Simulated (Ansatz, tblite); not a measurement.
# The cluster Mo4−: a ladder of methods and basis sets

Aim: run the doublet of the cluster Mo4− at one geometry on many levels, and compare frontier levels, spin and run time.

Program: Ansatz 0.2.0, Gaussian basis. Level of theory: as each input shows. These are calculated values, not measurements.

Levels to be run: GFN1-xTB, GFN2-xTB, PBE-D4/def2-TZVPD, r2SCAN-D4/def2-TZVPD, LDA/def2-TZVPD, revPBE-D4/def2-TZVPD, BHLYP-D4/def2-TZVPD, BLYP-D4/def2-TZVPD, LC-ωPBE/def2-TZVPD, PBE-D4/def2-SVPD, PBE0-D4/def2-SVPD, MP2/def2-TZVPD, RPA/def2-TZVPD.

1 further run of the same task is left out (set aside as unsound or not needed). Runs told in other sessions of the task aren't counted.

### 1 The structure

The doublet was relaxed beforehand with PBE0-D4/def2-SVPD. At that level it is the lowest of the isomers that a small search found.

4 atoms, charge -1, spin multiplicity 2.

Bond lengths: Mo1–Mo2 2.112 Å, Mo1–Mo3 2.710 Å, Mo1–Mo4 2.947 Å, Mo2–Mo4 2.710 Å, Mo3–Mo4 2.112 Å. Angles: Mo2–Mo1–Mo3 105.8°, Mo2–Mo1–Mo4 62.2°, Mo3–Mo1–Mo4 43.6°, Mo1–Mo2–Mo4 74.2°, Mo1–Mo3–Mo4 74.2°, Mo1–Mo4–Mo2 43.6°, Mo1–Mo4–Mo3 62.2°, Mo2–Mo4–Mo3 105.8°.

Mo takes a core potential in the def2 sets. No spin-orbit coupling is included. The ion is computed in the gas phase, without counter-ions or solvent.

PBE0-D4/def2-TZVPD was run before; its log isn't repeated, and its numbers join the tables.

### 2 GFN1-xTB

Tight binding, by tblite at 300 K electronic temperature and without a spin-polarisation term:

```python
tblite.interface.Calculator('GFN1-xTB', numbers, positions, charge=-1, uhf=1).singlepoint()
```

Energy -232.4469 eV; 0.013 s.

### 3 GFN2-xTB

Tight binding, by tblite at 300 K electronic temperature and without a spin-polarisation term:

```python
tblite.interface.Calculator('GFN2-xTB', numbers, positions, charge=-1, uhf=1).singlepoint()
```

Energy -236.2635 eV; 0.33 s.

### 4 PBE-D4/def2-TZVPD

start.molden holds the orbitals of an earlier run on this state, given as this run's starting guess.

Input file in.yaml:

```yaml
crystal:
  periodic: [false, false, false]
  atoms:
    - {symbol: Mo, position_ang: [0.088573, -1.469602, 0.061696]}
    - {symbol: Mo, position_ang: [-1.834359, -0.603277, -0.044196]}
    - {symbol: Mo, position_ang: [1.833968, 0.603673, 0.053822]}
    - {symbol: Mo, position_ang: [-0.088183, 1.469196, -0.071322]}
basis:
  gaussian: {orbitals: def2-TZVPD, initial_orbitals: start.molden}
total_charge: -1
magnetization: {spin_polarized: true, initial_magnetization: 1}
hamiltonian: {xc: pbe, dispersion: d4}
scf: {omitted_lower_state_checks: [starts]}
output: {orbitals: {seedname: orbitals}}
```

Command:

```console
$ ansatz run in.yaml --threads 4 --pin off --events-out ev --progress --plain --max-ram 3916MiB
```

Further steps of the session: r2SCAN-D4/def2-TZVPD; LDA/def2-TZVPD; revPBE-D4/def2-TZVPD; BHLYP-D4/def2-TZVPD; BLYP-D4/def2-TZVPD; LC-ωPBE/def2-TZVPD; PBE-D4/def2-SVPD; PBE0-D4/def2-SVPD; MP2/def2-TZVPD; RPA/def2-TZVPD.

Before running them: what should the planned runs give, taken together? Wanted: gap in def2-TZVPD, named functionals, smallest and largest; correlation energy, MP2/def2-TZVPD; ⟨S²⟩ in def2-TZVPD, named functionals, smallest and largest; PBE0 total energy, smallest basis above largest.

As calculated:

| quantity | value |
| --- | --- |
| gap in def2-TZVPD, named functionals, smallest and largest | 0.21 eV (LDA), 4.81 eV (LC-ωPBE) |
| correlation energy, MP2/def2-TZVPD | -38.93 eV |
| ⟨S²⟩ in def2-TZVPD, named functionals, smallest and largest | 2.688, 5.588 |
| PBE0 total energy, smallest basis above largest | 2.44 eV (def2-SVPD, def2-TZVPD) |

What this shows: Over the named functionals in def2-TZVPD the gap runs from 0.21 eV (LDA) to 4.81 eV (LC-ωPBE); exact exchange widens it. Over the named functionals in def2-TZVPD spin contamination reaches 4.84 (LC-ωPBE), and every level is far from pure, so all describe a mixture with higher spin. LDA, PBE-D4, revPBE-D4, BLYP-D4, r2SCAN-D4 put the HOMO above zero; others here keep it below zero, so the sign hangs on the functional's self-interaction and doesn't show that the species is unbound.
